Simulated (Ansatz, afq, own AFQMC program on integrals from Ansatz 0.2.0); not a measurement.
AFQMC on a folder of integrals that Ansatz 0.2.0 wrote.

```yaml
crystal:
  periodic: [false, false, false]
  atoms:
    - {symbol: Si, position_ang: [-1.057675, 0.000000, 0.000000]}
    - {symbol: H, position_ang: [-1.552547, 1.399708, 0.000000]}
    - {symbol: H, position_ang: [-1.552546, -0.699854, 1.212183]}
    - {symbol: H, position_ang: [-1.552547, -0.699854, -1.212183]}
    - {symbol: H, position_ang: [1.091325, 0.000000, 0.000000]}
    - {symbol: O, position_ang: [2.081325, 0.000000, 0.000000]}
basis:
  gaussian: {orbitals: cc-pVTZ}
magnetization: {spin_polarized: true, initial_magnetization: 2}
correlation: {method: ccsd_t, electrons: outside_noble_gas, hamiltonian_folder: ham}
```

```sh
$ ansatz run in.yaml --threads 1 --pin off --events-out ev --progress --plain --max-ram 24576MiB --backend cuda --devices 0, --max-vram 18GiB
```

Options of the walk:

```
--method phaseless --trial hf --walkers 600 --populations 10 --least-time 40 --time-step 0.005 --steps-per-block 20 --equilibration-blocks 112 --max-blocks 4000 --target-error 0.0011 --factor-cut 1e-05 --start spin_pure --seed 5307 --taylor-order 6
```

Times are imaginary, in 1/Eh. The walk had a cap of 94 s. With eight or more populations the least sampling time is a fifth of least-time, and the error comes from their spread.

```
orbitals 114  electrons 8 6  factors 687 of 691
reference energy -366.04943002 Eh
CCSD correlation -0.36169980 Eh in 11 cycles, weight of the determinant in the CISD state 0.8766
energy of the start -366.049862 Eh
 block  time / (1/Eh)  mean weight  energy / Eh
     1     0.100  1.0024  -366.173646
     2     0.200  1.0042  -366.237297
     3     0.300  1.0017  -366.284160
     4     0.400  1.0033  -366.299199
     5     0.500  1.0010  -366.327482
    10     1.000  1.0000  -366.391139
    56     5.600  1.0003  -366.417219
   111    11.100  1.0003  -366.419986
   166    16.600  0.9997  -366.422667
   199    19.900  1.0004  -366.440359
   221    22.100  1.0002  -366.420855
   276    27.600  0.9983  -366.411852
   287    28.700  0.9993  -366.407441
   331    33.100  0.9999  -366.419066
   386    38.600  1.0007  -366.417235
   441    44.100  1.0012  -366.417304
error from the spread of 10 populations
energy -366.421226 +/- 0.001041 Eh
(rows thinned)
```

Problem. Estimate how long the walk took on 1 × NVIDIA H100 80GB HBM3 with 2 threads of AMD EPYC 7R13 Processor (Zen 3), with other jobs on the host (the card was shared).

Solution. 57 s of wall time.

The run passed its tests (sampling time, drift between the halves within three errors, error under three times the target), which doesn't prove that it has relaxed. The second half of the sampling lies above the first by 2.1 errors of their difference, so the energy may still be moving and its error bar be too small.

Against this walk (error 28.3 meV) on the same determinant: CCSD(T) 16.0 meV higher (within the noise), the released energy of a separate walk with a CISD trial 28.5 ± 29.5 meV lower (within the noise), a separate phaseless walk with a CISD trial and standard settings 11.5 ± 28.9 meV lower (within the noise). The error is statistical and leaves out the bias of the constraint.

Cautions: constraint bias not in the error; lower spins were not checked.

A walk keeps the symmetry of its determinant, which the program's search chose and which needn't be the lowest solution, so a lower state of the same spin and another symmetry isn't excluded.
